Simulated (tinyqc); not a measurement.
Inside a calculation. Method: Born-Oppenheimer dynamics on the RHF/sto-6g surface (energies and gradients from PySCF), for NH3, spin multiplicity 1. Computed by tinyqc, a small Python program that keeps every step (integrals from PySCF). Settings: charge = 0, multiplicity = 1, basis = sto-6g, time step (fs) = 1.0, steps = 16. Command: `OMP_NUM_THREADS=1 python tinyqc.py 31157 31158 out.jsonl` (the two numbers bound the seeds that draw the settings). One thread of a shared host (Intel(R) Xeon(R) Processor @ 2.60GHz), about 4 s of CPU time with the checks.

positions (bohr):
```
            x          y         z
1N   0.028346   0.064251  0.187083
2H   1.789571  -0.069920  0.007559
3H  -0.788016   1.545796  0.051023
4H  -0.886282  -1.504222  0.020787
```

The total energy should stay constant up to terms of order dt^2; the step counts as short enough if it moves by less than 2 % of the largest kinetic energy.

Trajectory:
```
time (fs)  1N-2H (angstrom)  potential (hartree)  kinetic (hartree)  total (hartree)
0.000000           0.939516         -55.95156524         0.00329949     -55.94826575
1.000000           0.962472         -55.96285685         0.01209778     -55.95075907
2.000000           1.012153         -55.97382735         0.02199774     -55.95182962
3.000000           1.058578         -55.96338522         0.01334633     -55.95003889
4.000000           1.080709         -55.95434937         0.00520198     -55.94914739
5.000000           1.071010         -55.96092494         0.01138988     -55.94953506
6.000000           1.034528         -55.97700498         0.02603270     -55.95097228
7.000000           0.988967         -55.98149275         0.02974878     -55.95174397
8.000000           0.961878         -55.96884995         0.02003745     -55.94881249
9.000000           0.974756         -55.97539581         0.02525739     -55.95013842
10.000000          1.022146         -55.98728803         0.03540869     -55.95187934
11.000000          1.077604         -55.97789024         0.02724899     -55.95064125
12.000000          1.116318         -55.96174859         0.01222530     -55.94952329
13.000000          1.124649         -55.95608502         0.00677600     -55.94930902
14.000000          1.100249         -55.96429993         0.01420818     -55.95009174
15.000000          1.051890         -55.97410044         0.02260159     -55.95149885
16.000000          1.000274         -55.96727544         0.01638408     -55.95089136
```

Is the time step short enough?

No. The total energy moves within 3.6e-03 hartree; that is over 2 % of the largest kinetic energy, so the time step is too long.
